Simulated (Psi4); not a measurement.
**The standard entropy of H2O2 (hydrogen peroxide) from a frequency calculation**

A singlet with charge 0, relaxed at PBE0-D4/def2-TZVP (density fitting) (Psi4 1.11):

```xyz
4

O    -0.2962   -0.6722   -0.0804
O     0.2525    0.6340    0.0769
H     0.3552   -1.2043    0.3925
H     0.4818    0.8490   -0.8354
```

Harmonic wavenumbers in cm⁻¹: 395, 1008, 1347, 1466, 3806, 3806.

Masses in u: O 15.999, H 1.008. Take T = 298.15 K, p = 1 bar, R = 8.3145 J/(mol K), kT/hc = 207.22 cm⁻¹, rigid rotor and harmonic oscillator.

Problem. Work out S° at 298 K.

Solution. 
1. Translation (Sackur–Tetrode): S = R[3/2 ln M + 5/2 ln T − 1.1517] with M = 34.014 gives 152.8 J/(mol K).
2. Rotation: principal moments 1.653, 18.508, 19.148 u Å² give A, B, C = 10.1967, 0.9108, 0.8804 cm⁻¹; the symmetry number is σ = 2; q = (√π/σ)√((kT/hc)³/ABC) = 925; S = R(ln q + 3/2) = 69.3.
3. Vibration: with u = ν̃/207.22, each mode gives R[u/(eᵘ − 1) − ln(1 − e⁻ᵘ)]; the sum is 4.6, most from 395 cm⁻¹ (4.1), 1008 cm⁻¹ (0.4), 1347 cm⁻¹ (0.1).
4. Spin and the two mirror images of this shape: R ln 2 = 5.8.
5. Sum: 152.8 + 69.3 + 4.6 + 5.8 = 232.5 J/(mol K).

No measured value is set beside it here.
